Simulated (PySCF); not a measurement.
# Oxygen: a sound run and one with changed settings

Sound run: O [He] 2s2 2p4, O⁺ [He] 2s2 2p3. Calculation: PySCF 2.14, in aug-cc-pVDZ-DK (4s3p2d, 23 functions); scalar relativity by spin-free X2C-1e. In the sound run the correlated levels freeze 1s2. The sound run starts from symmetry-adapted Hartree-Fock orbitals and uses a fine grid where one is needed.

Changed run: all electrons correlated in a basis built for the valence shell.

| species | method | sound run (hartree) | changed run (hartree) | converged |
| --- | --- | --- | --- | --- |
| O | MP2 | -74.95902 | -74.96089 | yes |
| O | CCSD(T) | -74.97771 | -74.97942 | yes |
| O⁺ | MP2 | -74.47813 | -74.47983 | yes |
| O⁺ | CCSD(T) | -74.49488 | -74.49645 | yes |

Ionisation energy of O:

```json
{"method": "UHF", "sound run (eV)": "12.047", "changed run (eV)": "12.047"}
{"method": "MP2", "sound run (eV)": "13.086", "changed run (eV)": "13.090"}
{"method": "SCS-MP2", "sound run (eV)": "13.105", "changed run (eV)": "13.106"}
{"method": "CCSD", "sound run (eV)": "13.110", "changed run (eV)": "13.114"}
{"method": "CCSD(T)", "sound run (eV)": "13.138", "changed run (eV)": "13.142"}
```

A valence basis has no tight correlating functions, so it recovers only part of the core correlation, and not evenly between atom and ion.

For comparison, NIST gives 13.618 eV between the lowest levels.
